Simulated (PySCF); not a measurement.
Simulated S 2p region for `CCS(=O)(=O)[O-]`, binding energy against the vacuum level.

Every computed line was given a Gaussian of 0.4 eV full width at half maximum and an area set by the number of equivalent atoms (split 2:1 within a doublet); the highest printed point is 100. Method used: delta-SCF UKS SCAN, pcX-2 on the ionised atom, pcseg-1 elsewhere, spin-free X2C in PySCF 2.14.0.

(binding energy (eV), intensity): (167.6, 0), (167.7, 1), (167.8, 7), (167.9, 23), (168.0, 52), (168.1, 86), (168.2, 100), (168.3, 82), (168.4, 48), (168.5, 20), (168.6, 6), (168.7, 1), (168.8, 0), (168.9, 0), (169.0, 2), (169.1, 8), (169.2, 21), (169.3, 38), (169.4, 50), (169.5, 45), (169.6, 29), (169.7, 13), (169.8, 4), (169.9, 1), (170.0, 0)

Q: How many maxima does the curve show, and how many computed lines lie under it?

A: The curve has 2 maxima (at 168.2 and 169.4 eV). Under it lie 2 lines from 1 inequivalent sulfur site, drawn as a 2p3/2, 2p1/2 pair.

Q: Decompose the envelope and assign each component. Numbering: `[CH3:1][CH2:2][S:3](=[O:4])(=[O:5])[O-:6]`.

A: 
```json
{"position (eV)": "168.19", "relative area": "0.67", "line": "S 2p3/2", "atoms": "S3", "environment": "sulfonyl sulfur"}
{"position (eV)": "169.42", "relative area": "0.33", "line": "S 2p1/2", "atoms": "S3", "environment": "sulfonyl sulfur"}
```

Shake-up satellites, vibrational structure and lifetime widths aren't simulated. The 2p values add to the ΔSCF energy of one spin-free hole a correction within the shell (spin–orbit coupling, ligand field). 2p1/2 minus 2p3/2 (ligand field included): S 1.23 eV. The species carries charge -1, so core ionisation leaves a neutral species. The basis sets have no added diffuse functions. Geometry: PBE0-D3(BJ)/def2-SVP; no solvent, vibrations or thermal averaging. The geometry's basis has no diffuse functions, a weakness for an anion.

Conformer computed: `[CH3:1][CH2:2][S:3](=[O:4])(=[O:5])[O-:6]`: C1–C2–S3–O4 60°.
